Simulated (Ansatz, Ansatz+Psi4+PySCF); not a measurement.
```xyz
5

C     0.0000    0.0000    0.0000
H     0.6296    0.6296    0.6296
H    -0.6296   -0.6296    0.6296
H    -0.6296    0.6296   -0.6296
H     0.6296   -0.6296   -0.6296
```

Basis set: cc-pVTZ (spherical functions). Frozen core: 1 orbital. Charge 0, multiplicity 1.

Computed with Ansatz (development build ahead of 0.2.0); free ground-state atoms in the same class of orbitals, no zero-point energy, no relativity.

The atomization energy of singlet CH4 from measured heats of formation, zero-point and thermal terms removed is 18.221 eV (G2/97 set, Curtiss et al., J. Chem. Phys. 106, 1063 (1997), as shipped with ASE); it holds spin-orbit and other relativistic effects.

Problem. How far do RHF-MP2, RHF miss it in this basis?

Solution.

```tsv
method	atomization energy (eV)	computed − measured (eV)
RHF-MP2	17.796	-0.425
RHF	14.349	-3.872
```
